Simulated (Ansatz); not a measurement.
# What a trial cell of BaSc₂ relaxes into

Level of theory: Ansatz, DFT PBE, scalar-relativistic, plane waves, PAW. Cutoff 420 eV, Γ-centred k mesh, Gaussian smearing, no spin polarisation in the final step.

BaSc₂ was placed on the anatase structure type (I4_1/amd, No. 141), with Ba in place of Ti, Sc in place of O, at a guessed volume.

```xyz
6
Lattice="-2.5121 2.5121 6.3143 2.5121 -2.5121 6.3143 2.5121 2.5121 -6.3143" Properties=species:S:1:pos:R:3 pbc="T T T"
Ba    0.0000    0.0000    0.0000
Ba    0.0000    2.5121    3.1572
Sc    0.0000    0.0000    2.6091
Sc    0.0000    2.5121    5.7662
Sc    0.0000    2.5121    0.5481
Sc    0.0000    0.0000   10.0195
```

Cell and atoms relax at zero pressure; the relaxation can't lower the symmetry of the start. After a coarse first stage the cell is made exact in the group found at 0.06 Å.

Formation energies are uncorrected and refer to the elements' standard structures at the same level.

Question: What does it relax into?

Answer: It keeps I4_1/amd (No. 141), but not the shape of the type it started on. Conventional cell: a = 6.154 Å, c = 10.422 Å. Ba has 4 Sc at 3.28 Å and 2 Sc at 3.75 Å (next Ba at 4.03 Å); around Sc lie 3 Sc at 2.93–3.09 Å and 2 Ba at 3.28 Å.

```
Ba Sc
1.0
    -3.07676    3.07676    5.21079
     3.07676   -3.07676    5.21079
     3.07676    3.07676   -5.21079
Ba Sc
2 4
Direct
  0.00000 0.00000 0.00000
  0.75000 0.25000 0.50000
  0.35937 0.35937 0.00000
  0.10937 0.60937 0.50000
  0.39063 0.89063 0.50000
  0.64063 0.64063 0.00000
```

Question: What are its volume, energy, density and gap?

Answer: The volume per atom is 32.89 Å³. The density is 3.82 g/cm³, the energy over the elements is 0.62 eV/atom and the gap on the 10×10×10 mesh is 0 eV (a metal).

The final run used a 10×10×10 mesh on its 6-atom cell and 0.10 eV smearing. The k mesh leaves about 4 meV/atom of noise in metals. A structure relaxed within its symmetry needn't be a true minimum. The steps took roughly 8 core-minutes in all.